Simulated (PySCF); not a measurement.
# Gas-phase thermal properties of trisilylamine

Computed with PySCF and rigid-rotor harmonic-oscillator thermochemistry at 1 bar. 6-31G* has spherical d functions here. All species are closed-shell singlets. B3LYP is the form with VWN-RPA correlation. The harmonic model lacks anharmonicity and excited electronic states, which grow with temperature; levels with a mode under 35 cm⁻¹ are left out. Internal rotation in trisilylamine is treated as a harmonic vibration of one conformer, which makes the entropy rough.

| level | point group | σ | ZPE (kJ/mol) | S°298 (J/mol/K) | Cp298 (J/mol/K) | S°1000 (J/mol/K) | H1000 − H298 (kJ/mol) |
|---|---|---|---|---|---|---|---|
| B3LYP/6-31G* | C3h | 3 | 217.5 | 368.8 | 126.7 | 597.1 | 140.9 |
| HF/6-31G* | C3h | 3 | 233.5 | 355.2 | 118.8 | 573.9 | 135.6 |
| PBE/def2-SVP | C3h | 3 | 207.9 | 378.0 | 131.5 | 611.9 | 144.1 |
| PBE0/def2-TZVP | C3h | 3 | 215.3 | 366.7 | 127.5 | 596.1 | 141.6 |
σ: rotational symmetry number. Electronic degeneracy used: 1. Frequencies are unscaled.
